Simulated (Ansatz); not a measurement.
# CH3Mg: the cost of one run

All numbers are computed with Ansatz 0.2.0, driven from Python. The levels of theory stand in the script.

## 1. The system

Bond lengths: C1–Mg2 2.214 Å, C1–H3 1.041 Å, C1–H4 1.087 Å, C1–H5 1.099 Å. Angles: Mg2–C1–H3 108.5°, Mg2–C1–H4 107.5°, Mg2–C1–H5 108.0°, H3–C1–H4 110.7°, H3–C1–H5 116.6°, H4–C1–H5 105.3°.

The script reads ch3mg.xyz:

```xyz
5

C     0.13200   -0.20620   -0.10260
Mg   -0.85420    1.42540    1.02210
H     0.32370   -0.99120    0.55360
H    -0.55110   -0.52060   -0.88720
H     0.99960    0.21900   -0.62720
```

## 2. The code

Input file basis_ch3mg.py:

```python
'''Basis-set convergence for CH3Mg.'''

import ansatz as az


def main() -> None:
    geometry = az.Crystal.molecule_from_extxyz('ch3mg.xyz')

    calculation = geometry.calculation()
    calculation = calculation.functional('pbe0', dispersion='d4')
    calculation = calculation.spin('collinear', total=1)

    energies = {}
    for basis in ['cc-pVDZ', 'cc-pVTZ']:
        summary = calculation.basis(gaussian=basis).run().report
        size = summary['n_frozen'] + summary['n_occupied'][0] + summary['n_virtual'][0]
        energies[basis] = (summary['reference_energy_ev'] / 27.211386246, summary['free_energy_ev'] / 27.211386246)
        print(f'{basis:14s} {size:4d} orbitals  reference {energies[basis][0]:14.6f} Ha  total {energies[basis][1]:14.6f} Ha')

    last = energies['cc-pVTZ'][1]
    for basis, (_, total) in energies.items():
        print(f'{basis:14s} lies {27.211386 * (total - last):9.4f} eV above cc-pVTZ')


if __name__ == '__main__':
    main()
```

## 3. The calls as engine input

The package turns the script's settings into the engine's input (first run):

```yaml
crystal:
  periodic: [false, false, false]
  atoms:
    - { symbol: C, position_ang: [0.132, -0.2062, -0.1026] }
    - { symbol: Mg, position_ang: [-0.8542, 1.4254, 1.0221] }
    - { symbol: H, position_ang: [0.3237, -0.9912, 0.5536] }
    - { symbol: H, position_ang: [-0.5511, -0.5206, -0.8872] }
    - { symbol: H, position_ang: [0.9996, 0.219, -0.6272] }
basis:
  gaussian:
    orbitals: cc-pVDZ
hamiltonian:
  xc: pbe0
  dispersion: d4
magnetization:
  spin_polarized: true
  initial_magnetization: 1.0
```

## 4. Running it

On the command line:

```
$ python basis_ch3mg.py
```

What time and memory should one allow on 1 thread of Arm Neoverse V2, shared host?

About 4.9 s, with a peak of 0.23 GiB.
